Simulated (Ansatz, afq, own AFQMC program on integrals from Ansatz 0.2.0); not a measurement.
## TiH, quartet → TiH⁺, quintet

```xyz
2

Ti    0.0000    0.0000    0.0000
H     0.0000    0.0000    1.7540
```

E(quintet, charge +1) − E(quartet, charge +0) at this geometry, on UHF and UHF determinants.

Basis def2-TZVP. Noble-gas cores (and the filled d shells of Ga–Kr and In–Xe) are frozen. AFQMC by an in-house program on the Cholesky factors that Ansatz 0.2.0 writes for its CCSD(T) run. The CISD trial takes its coefficients from CCSD amplitudes. Released means that phaseless walkers are propagated on without the constraint, phases kept. Error bars are statistical, one sigma. The metal's outer-core s and p shells are frozen, which shifts wave-function levels against functionals. The errors of all members are added in quadrature.

No full CI on the walks' own integrals is used here; CCSDT(Q) serves as the reference and is uncertain by about the last step of the cluster series. Each member takes its own surest rung, up to full CI.

Errors are counted within def2-TZVP, not against nature.

Cautions: no relativity below Rb; outer-core shells of the metal frozen; TiH (quartet): lower spins were not checked, higher spins were not checked, strong correlation (T1 0.058, weight of the determinant 0.92, largest double 0.07), CCSDT(Q) on the ROHF determinant differs (53 meV higher), by its state or its frozen core, its ph-AFQMC/CISD value lies 21 ± 5 meV above CCSDT(Q); TiH⁺ (quintet): lower spins were not checked, higher spins were not checked; this needn't be the first ionization.

```
level  vertical ionization energy (kJ/mol)
   HF                                769.4
 CCSD                                847.3
```

From these cheaper values, estimate the vertical ionization energy at the reference level in def2-TZVP.

852.2 kJ/mol (CCSDT(Q) in def2-TZVP).

```csv
level,vertical ionization energy (kJ/mol),error against CCSDT(Q) (kJ/mol)
MP2,824.0,-28.1
CCSD(T),850.3,-1.9
CCSDT,852.1,-0.1
ph-AFQMC/HF,854.5 ± 2.4,2.3 ± 2.4
ph-AFQMC/CISD,850.6 ± 0.5,-1.6 ± 0.5
released AFQMC,850.8 ± 0.9,-1.3 ± 0.9
```

Correlation beyond CCSD(T) adds 1.9 kJ/mol. The perturbative (T) step is worth +3.0 kJ/mol. Where the cautions show a poor determinant, the low rows tell how each method copes with it, not its usual error.

Released energies are given only where the last usable release times agree within the noise; a slower fall can still hide under it.
